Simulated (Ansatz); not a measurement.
**Which is lower?**

Two relaxed structures of CH5NSi, singlet (PBE0-D4/def2-TZVP; forces vanish, vibrations not checked).

A:

```
8
angstrom
C -0.4668 0.9786 -0.5842
Si 0.6252 -0.1055 0.1202
N 0.2569 -1.4636 1.0591
H -1.5443 0.9120 -0.5039
H -0.0809 1.8091 -1.1633
H -0.6791 -1.7496 1.2878
H 2.0922 0.0058 -0.0032
H 0.9638 -2.0631 1.4461
```

B:

```
8
angstrom
C -0.5754 0.7226 -0.3989
Si -0.0514 -1.4962 1.2308
N 0.3439 -0.2724 0.1087
H -0.6849 0.6552 -1.4860
H -0.2497 1.7380 -0.1516
H -1.5585 0.5640 0.0504
H 1.2763 -0.1836 -0.2674
H 1.3654 -2.0804 1.2429
```

Ansatz 0.2.0; basis: def2-TZVPP; cores frozen in the correlated methods. B3LYP uses VWN-RPA correlation.

(1) Which structure is lower at CCSD(T), and by how much? (An estimate is asked for; the value comes from the calculation.)

No T1 diagnostic of these runs exceeds 0.015.

Answers

(1) By the calculation: A, by 0.077 eV (electronic energy, against the other). By their contacts, A is CH₅NSi ([CH2][SiH][NH2]) and B is CH₅NSi ([CH3][NH][SiH]).

All methods give the same order:

```json
{"method": "PBE-D4", "E(B) − E(A) (eV)": "0.107"}
{"method": "r2SCAN-D4", "E(B) − E(A) (eV)": "0.271"}
{"method": "PBE0-D4", "E(B) − E(A) (eV)": "0.119"}
{"method": "B3LYP-D4", "E(B) − E(A) (eV)": "0.106"}
{"method": "wB97M-V", "E(B) − E(A) (eV)": "0.083"}
{"method": "HF", "E(B) − E(A) (eV)": "0.051"}
{"method": "MP2", "E(B) − E(A) (eV)": "0.219"}
{"method": "CCSD", "E(B) − E(A) (eV)": "0.055"}
{"method": "CCSD(T)", "E(B) − E(A) (eV)": "0.077"}
```

Labels in which every atom is bracketed show which atoms are joined, not bond orders.

For scale, one of the runs: CCSD(T)/def2-TZVPP, 174 basis functions, launched by `ansatz run in.yaml --threads 2 --pin off --events-out ev --progress --plain --max-ram 4352MiB`. Time: 25 s of wall clock on 2 CPU threads of an Arm Neoverse V2; the host was shared. Peak host memory: 1.5 GiB.
